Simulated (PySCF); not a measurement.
Bonds (- single, = double, # triple, : aromatic): O1=B2 1.206 Å, B2-F3 1.282 Å.

Geometry: PBE0-D3(BJ)/def2-TZVP; GIAO shifts from PySCF 2.14, gas phase, non-relativistic, averaged over equivalent atoms.

At B97-2/pcSseg-2 (108 basis functions, 2 s wall time on 1 thread of an Arm Neoverse V1, shared host):
```json
{"atoms": "O1", "δ (ppm)": "127.7"}
{"atoms": "B2", "δ (ppm)": "5.1"}
{"atoms": "F3", "δ (ppm)": "-212.4"}
```

Chemical shifts δ = σref − σ; ¹⁷O (σref 327.66) vs H2O; ¹¹B (σref 99.77) against BF3·OEt2; ¹⁹F (σref 175.98) against CFCl3, all at this level.

Q: Predict the values at KT3/pcSseg-2 on the same geometry.

A: 
```csv
atoms,δ at KT3/pcSseg-2,change
O1,117.7,-10.0
B2,1.1,-4.0
F3,-235.7,-23.3
```

References, each an isolated molecule treated in the same way: H2O for ¹⁷O (σref 325.30); ¹¹B (σref 98.26) against BF3·OEt2; ¹⁹F (σref 145.48) vs CFCl3.

The largest change is at F3 (fluorine bonded to B). Cost: 108 basis functions, 3.2 s wall time on 1 thread of an Arm Neoverse V1, shared host.

Unscaled 19F shifts against computed CFCl3 carry errors that often reach 10 to 50 ppm. Experimental scales use liquid or dissolved standards, which lie at an offset from isolated H2O (liquid H2O: subtract about 36 ppm).
